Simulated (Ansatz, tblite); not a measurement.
# The cluster AgAu2−: removing an electron

The task here is to estimate one member of a computed series from the others.

Computed with Ansatz 0.2.0, Gaussian basis. Level: as each input shows.

Levels to be run: charge 0 doublet, at the geometry of the singlet (PBE0-D4/def2-TZVPD, PBE-D4/def2-TZVPD, r2SCAN-D4/def2-TZVPD, CCSD(T)/def2-TZVPD); the starting singlet's energies come from earlier runs.

1 further run of the same task is left out (set aside as unsound or not needed). Runs told in other sessions of the task aren't counted.

## The structure

The singlet was relaxed beforehand with PBE0-D4/def2-TZVPD. At that level it is the lowest of the isomers that a small search found.

3 atoms, charge -1, spin multiplicity 1.

Atoms are counted from 1 here; the program's logs count them from 0.

Bond lengths: Au1–Ag3 2.624 Å, Au2–Ag3 2.624 Å. Angles: Au1–Ag3–Au2 179.4°.

Ag, Au take a core potential in the def2 sets. No spin-orbit coupling is included. The ion is computed in the gas phase, without counter-ions or solvent.

Set-up of the first run:

in.yaml reads:

```yaml
crystal:
  periodic: [false, false, false]
  atoms:
    - {symbol: Au, position_ang: [1.337848, -2.256336, -0.049330]}
    - {symbol: Au, position_ang: [-1.329464, 2.261289, 0.049224]}
    - {symbol: Ag, position_ang: [-0.008384, -0.004952, 0.000106]}
basis:
  gaussian: {orbitals: def2-TZVPD}
magnetization: {spin_polarized: true, initial_magnetization: 1}
hamiltonian: {xc: pbe0, dispersion: d4}
output: {orbitals: {seedname: orbitals}}
```

Launch:

```sh
ansatz run in.yaml --threads 4 --pin off --events-out ev --progress --plain --max-ram 3916MiB
```

Steps of the session up to this table: Charge 0 doublet at the fixed geometry, PBE0-D4/def2-TZVPD; Charge 0 doublet at the fixed geometry, PBE-D4/def2-TZVPD; Charge 0 doublet at the fixed geometry, r2SCAN-D4/def2-TZVPD; Charge 0 doublet at the fixed geometry, CCSD(T)/def2-TZVPD.

One of the session's tables, all rows but one given; the rest of the session is left out.

It belongs to the step «Vertical ionisation energy». 

| method | vertical ionisation energy (eV) |
| --- | --- |
| HF/def2-TZVPD | 2.04 |
| PBE-D4/def2-TZVPD | 3.49 |
| r2SCAN-D4/def2-TZVPD | 3.48 |
| PBE0-D4/def2-TZVPD | 3.37 |
| MP2/def2-TZVPD | ? |
| CCSD/def2-TZVPD | 3.58 |
| CCSD(T)/def2-TZVPD | 3.71 |

**Question.** Estimate the row for MP2/def2-TZVPD.

**Answer.** vertical ionisation energy (eV): 3.98. In the column «vertical ionisation energy (eV)» it is the highest.
